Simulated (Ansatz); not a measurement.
**B₂O (quintet): wave-function methods side by side, cc-pVTZ**

How much of the correlation energy of B₂O (quintet) does each wave-function method recover here?

The runs use Ansatz 0.2.0, Gaussian basis; cc-pVTZ, core rule «outside noble gas», up to 3 orbitals frozen.

Plan: UHF; CCSD(T) on ROHF; CCSD(T) on UHF; BCCD(T) on ROHF; CCSDT(Q) on ROHF; CCSDT(Q) on UHF; CASSCF and NEVPT2, 12 electrons in 12 orbitals.

9 further runs of the same task are left out: 3 for a known fault of the program, 6 set aside as unsound or not needed.

## 1. The system

The geometry is a PBE0/def2-TZVP stationary point (not a proven minimum) of the parent state, kept for this charge and spin.

3 atoms, charge 0, spin multiplicity 5.

Atoms are counted from 1 here; the program's logs count them from 0.

Bond lengths: B1–B2 1.619 Å, B2–O3 1.208 Å. Angles: B1–B2–O3 180.0°.

## 2. UHF

Contents of in.yaml:

```yaml
crystal:
  periodic: [false, false, false]
  atoms:
    - {symbol: B, position_ang: [0.000000, 0.000000, 1.482400]}
    - {symbol: B, position_ang: [0.000000, 0.000000, -0.137000]}
    - {symbol: O, position_ang: [0.000000, 0.000000, -1.345400]}
basis:
  gaussian: {orbitals: cc-pVTZ}
magnetization: {spin_polarized: true, initial_magnetization: 4}
hamiltonian: {xc: hf}
output: {orbitals: {seedname: orbitals}}
```

The run is started by

```bash
> ansatz run in.yaml --threads 1 --pin off --events-out ev --progress --plain --max-ram 4096MiB --backend cpu
```

Further steps of the session: CCSD(T) on ROHF; CCSD(T) on UHF; BCCD(T) on ROHF; CCSDT(Q) on ROHF; CCSDT(Q) on UHF; CASSCF and NEVPT2, 12 electrons in 12 orbitals.

Before running them: what should the planned runs give, taken together? Wanted: UCCSDT(Q) below the RHF energy; RMP2 from UCCSDT(Q); UMP2 from UCCSDT(Q); RCCSD from UCCSDT(Q); RCCSD(T) from UCCSDT(Q); UCCSD(T) from UCCSDT(Q); RCCSDT(Q) from UCCSDT(Q); NEVPT2 valence from UCCSDT(Q); T1 diagnostic.

The runs gave:

| quantity | value |
| --- | --- |
| UCCSDT(Q) below the RHF energy | -9.2288 eV |
| RMP2 from UCCSDT(Q) | +1121.7 meV |
| UMP2 from UCCSDT(Q) | +1142.8 meV |
| RCCSD from UCCSDT(Q) | +380.9 meV |
| RCCSD(T) from UCCSDT(Q) | +53.2 meV |
| UCCSD(T) from UCCSDT(Q) | +52.5 meV |
| RCCSDT(Q) from UCCSDT(Q) | +2.7 meV |
| NEVPT2 valence from UCCSDT(Q) | +1366.7 meV |
| levels within 1 kcal/mol (43 meV) | RCCSDT, UCCSDT, RCCSDT(Q) |
| T1 diagnostic | 0.022 |
| effectively unpaired electrons | 4.01 |

RCCSD(T) lands +53.2 meV from the yardstick (0.6 % of the correlation energy). One determinant dominates. These misses are within one basis, not against nature; the frozen cores of restricted and unrestricted runs differ, which can shift their rows.
